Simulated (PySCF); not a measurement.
## `C=C/C=C/C#N`, C5H5N

Geometry:
```json
{"atom": "C1", "x (Å)": "-1.945", "y (Å)": "0.869", "z (Å)": "-0.741"}
{"atom": "C2", "x (Å)": "-0.984", "y (Å)": "0.605", "z (Å)": "0.144"}
{"atom": "C3", "x (Å)": "0.166", "y (Å)": "-0.208", "z (Å)": "-0.163"}
{"atom": "C4", "x (Å)": "1.138", "y (Å)": "-0.476", "z (Å)": "0.722"}
{"atom": "C5", "x (Å)": "2.260", "y (Å)": "-1.277", "z (Å)": "0.398"}
{"atom": "N6", "x (Å)": "3.181", "y (Å)": "-1.927", "z (Å)": "0.153"}
{"atom": "H7", "x (Å)": "-2.799", "y (Å)": "1.484", "z (Å)": "-0.484"}
{"atom": "H8", "x (Å)": "-1.904", "y (Å)": "0.476", "z (Å)": "-1.751"}
{"atom": "H9", "x (Å)": "-1.047", "y (Å)": "1.011", "z (Å)": "1.150"}
{"atom": "H10", "x (Å)": "0.236", "y (Å)": "-0.618", "z (Å)": "-1.167"}
{"atom": "H11", "x (Å)": "1.099", "y (Å)": "-0.083", "z (Å)": "1.733"}
```

Computed, not measured: quadratic response CAM-B3LYP/def2-TZVPD first hyperpolarisability, Taylor convention, gas phase (PySCF). Geometry: PBE0-D3(BJ)/def2-TZVP.

(1) Give the tensor of the second harmonic β(−2ω;ω,ω) at 1064 nm in the axes of these coordinates.

## Answers

(1) In au, Taylor convention; rows are the first index (the induced dipole):
|  | xx | yy | zz | xy | xz | yz |
| --- | --- | --- | --- | --- | --- | --- |
| x | -32.0 | -19.4 | +32.7 | +74.4 | +15.3 | -7.8 |
| y | +70.9 | -25.6 | -18.6 | -20.1 | -7.8 | +13.7 |
| z | +9.5 | +12.7 | +19.3 | -3.3 | +30.3 | -17.7 |

Norm of βᵢ = ⅓ Σⱼ (βᵢⱼⱼ + βⱼᵢⱼ + βⱼⱼᵢ): 58.6 au, hyper-Rayleigh value 50.8 au.
